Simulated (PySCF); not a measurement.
C3F3 (charge -1).
SMILES: `[C-]#CC(F)(F)F`

The closed-shell SCF was solved with PySCF and density fitting under several settings on one GFN2-xTB geometry (grid level 2 and gas phase unless stated).

| settings | basis functions | SCF cycles | E (Eh) | HOMO (eV) | LUMO (eV) |
| --- | --- | --- | --- | --- | --- |
| PBE0/pcSseg-1 | 102 | 14 | -413.3359 | -1.84 | 5.87 |
| KT3/Sadlej pVTZ | 144 | 15 | -419.3271 | -0.97 | 3.11 |
| PBE0/def2-TZVPP | 186 | 14 | -413.5469 | -2.10 | 5.59 |
| PBE0/pcSseg-1, grid level 3, energy threshold 1e-11 Eh | 102 | 11 | -413.3359 | -1.84 | 5.87 |
| B97-2/IGLO-II | 132 | 14 | -413.7746 | -1.65 | 5.71 |
| OLYP/pcSseg-1, start guess sap | 102 | 13 | -413.6472 | -0.02 | 5.17 |
| PW91/aug-cc-pVDZ, IEF-PCM cyclohexane | 138 | 15 | -413.7791 | -3.34 | 1.66 |

Estimate the row for these settings: CAM-B3LYP/IGLO-III, IEF-PCM chloroform.

| settings | basis functions | SCF cycles | E (Eh) | HOMO (eV) | LUMO (eV) |
| --- | --- | --- | --- | --- | --- |
| CAM-B3LYP/IGLO-III, IEF-PCM chloroform | 210 | 13 | -413.9283 | -7.79 | 2.62 |

Over all rows, what range does the HOMO–LUMO gap span?

From 4.08 eV (KT3/Sadlej pVTZ) to 10.41 eV (CAM-B3LYP/IGLO-III, IEF-PCM chloroform). The functional of the narrowest has no exact exchange, that of the widest range-separated exact exchange.

Compare two rows with the functional PBE0: PBE0/def2-TZVPP and PBE0/pcSseg-1, grid level 3, energy threshold 1e-11 Eh. Which energy is lower, and by how much?

PBE0/def2-TZVPP (186 functions) lies 0.2110 Eh or 132 kcal/mol below PBE0/pcSseg-1, grid level 3, energy threshold 1e-11 Eh (102 functions).

Cycle counts include a coarse-grid stage where the run had one. KT3 was designed for NMR shieldings or shifts; total energies of different functionals aren't comparable. The species at its GFN2-xTB geometry.
